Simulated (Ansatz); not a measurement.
Relaxation of C2H2NO (6 atoms, charge 0, multiplicity 2), to a largest force component of 0.03 eV/Å in at most 50 steps.

The calculation used UKS B3LYP-D4/def2-SVP in Ansatz.

```xyz
6
Properties=species:S:1:pos:R:3
H -1.450 -0.558 0.600
C 0.749 -0.229 -0.163
O 1.095 -0.558 -1.257
C -0.738 0.160 0.175
N -1.108 1.323 -0.057
H 1.451 -0.137 0.701
```

Question: Where does it end, and by what steps?

Answer: The forces met the threshold. After 14 steps the energy has fallen by 0.277 eV; O3 moved furthest, 0.86 Å.

```json
{"step": "0", "energy less start (eV)": "0.0000", "largest force component (eV/Å)": "0.668", "accepted": "yes"}
{"step": "1", "energy less start (eV)": "-0.0256", "largest force component (eV/Å)": "0.385", "accepted": "yes"}
{"step": "2", "energy less start (eV)": "-0.0335", "largest force component (eV/Å)": "0.377", "accepted": "yes"}
{"step": "3", "energy less start (eV)": "-0.0334", "largest force component (eV/Å)": "0.767", "accepted": "no"}
{"step": "4", "energy less start (eV)": "-0.0402", "largest force component (eV/Å)": "0.077", "accepted": "yes"}
{"step": "5", "energy less start (eV)": "-0.0410", "largest force component (eV/Å)": "0.112", "accepted": "yes"}
{"step": "6", "energy less start (eV)": "-0.0532", "largest force component (eV/Å)": "0.412", "accepted": "yes"}
{"step": "7", "energy less start (eV)": "-0.0945", "largest force component (eV/Å)": "0.957", "accepted": "yes"}
{"step": "8", "energy less start (eV)": "-0.1143", "largest force component (eV/Å)": "1.053", "accepted": "yes"}
{"step": "9", "energy less start (eV)": "-0.2348", "largest force component (eV/Å)": "0.386", "accepted": "yes"}
{"step": "10", "energy less start (eV)": "-0.2631", "largest force component (eV/Å)": "0.409", "accepted": "yes"}
{"step": "11", "energy less start (eV)": "-0.2763", "largest force component (eV/Å)": "0.168", "accepted": "yes"}
{"step": "12", "energy less start (eV)": "-0.2772", "largest force component (eV/Å)": "0.076", "accepted": "yes"}
{"step": "13", "energy less start (eV)": "-0.2773", "largest force component (eV/Å)": "0.064", "accepted": "yes"}
{"step": "14", "energy less start (eV)": "-0.2774", "largest force component (eV/Å)": "0.003", "accepted": "yes"}
```

```xyz
6
Properties=species:S:1:pos:R:3
H -1.486 -0.512 -0.225
C 0.722 -0.213 -0.150
O 0.988 -1.229 -0.730
C -0.715 0.198 0.141
N -1.000 1.252 0.744
H 1.492 0.505 0.220
```

Whether the end is a true minimum wasn't checked by a vibrational analysis.

Time of the run: 26 s on 2 threads of Arm Neoverse V1, on a shared host, peak memory 0.15 GiB.
